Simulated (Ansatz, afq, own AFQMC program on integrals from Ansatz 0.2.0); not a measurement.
Two steps: Ansatz 0.2.0 writes the Fock matrix and Cholesky factors of the valence space, and afq projects on them the lowest state that overlaps trial and start.

```yaml
crystal:
  periodic: [false, false, false]
  atoms:
    - {symbol: N, position_ang: [-0.108038, -0.255184, 1.411509]}
    - {symbol: C, position_ang: [0.206093, 0.246113, -1.611143]}
    - {symbol: H, position_ang: [-0.360619, 0.618296, 1.891306]}
    - {symbol: H, position_ang: [-0.593868, -0.004878, -2.307629]}
basis:
  gaussian: {orbitals: cc-pVDZ}
magnetization: {spin_polarized: false, initial_magnetization: 3}
correlation: {method: ccsd_t, electrons: outside_noble_gas, hamiltonian_folder: ham}
```

```sh
$ ansatz run in.yaml --threads 1 --pin off --events-out ev --progress --plain --max-ram 1382MiB
```

afq runs on the folder ham with

```
--method phaseless --trial cisd --walkers 60 --populations 1 --least-time 40 --time-step 0.005 --steps-per-block 50 --equilibration-blocks 40 --max-blocks 300 --target-error 0.0008 --factor-cut 1e-05 --start spin_pure --seed 7530 --release-times 0.24,0.51,0.99,1.62,2.4 --release-step 0.03 --release-every 4 --taylor-order 6
```

Times are imaginary, in 1/Eh. The walk had a cap of 1161 s.

Log:

```
orbitals 36  electrons 7 4  factors 248 of 359
reference energy -93.22813559 Eh
CCSD correlation -0.23918460 Eh in 43 cycles, weight of the determinant in the CISD state 0.8948
energy of the start -93.467319 Eh
 block  time / (1/Eh)  mean weight  energy / Eh
     1     0.250  0.9994  -93.464021
     2     0.500  0.9983  -93.464936
     3     0.750  0.9975  -93.467980
     4     1.000  0.9987  -93.470524
     5     1.250  0.9994  -93.468159
     7     1.750  1.0005  -93.472549
     9     2.250  1.0033  -93.472796
    11     2.750  0.9997  -93.473259
    21     5.250  1.0010  -93.473338
    31     7.750  0.9993  -93.477259
    41    10.250  0.9991  -93.469915
    51    12.750  0.9979  -93.468213
    61    15.250  1.0001  -93.468138
    71    17.750  0.9997  -93.470955
    81    20.250  0.9986  -93.470608
    86    21.500  0.9978  -93.479088
    91    22.750  1.0021  -93.468460
   101    25.250  0.9978  -93.469015
   111    27.750  0.9993  -93.473319
   121    30.250  1.0011  -93.471301
   131    32.750  1.0010  -93.470381
   141    35.250  1.0025  -93.472295
   151    37.750  1.0010  -93.469680
   161    40.250  1.0016  -93.472929
   171    42.750  0.9993  -93.467372
   181    45.250  0.9989  -93.475966
   191    47.750  0.9983  -93.466768
   196    49.000  1.0006  -93.478981
blocks merged  error / Eh  count
     1  0.000278  160
     2  0.000321  80
     4  0.000350  40
     8  0.000426  20
    16  0.000445  10
released: time / (1/Eh)  energy / Eh  error  mean overlap
  0.24  -93.471217  0.000450  1.0023
  0.51  -93.471477  0.000434  0.9944
  0.99  -93.471924  0.000381  1.0003
  1.62  -93.471496  0.000565  1.0020
  2.40  -93.472698  0.000934  1.0105
energy -93.470680 +/- 0.000426 Eh
(rows thinned)
```

The run passed its tests (sampling time, drift between the halves within three errors, error under three times the target), which doesn't prove that it has relaxed.

Against this walk (error 11.6 meV) on the same determinant: CCSD(T) 5.6 meV lower (within the noise), CCSDT(Q) 34.5 meV lower. The error is statistical and leaves out the bias of the constraint. Released to 1.62 1/Eh the energy moves by -22 ± 19 meV (both errors), within twice the noise.

Cautions: constraint bias not in the error; lower spins were not checked; higher spins were not checked; a spin-contaminated unrestricted determinant lies lower (UHF 390 meV lower, ⟨S²⟩ 4.10).

The walk took 99 s on 1 thread of AMD EPYC 9R45 96-Core Processor (Zen 5), on a shared host. The log's last line is the phaseless energy.

CCSDT and higher add their correlation energy to the determinant of the CCSD(T) run, since their own runs factorise the integrals more tightly (a shift of under 2 meV).
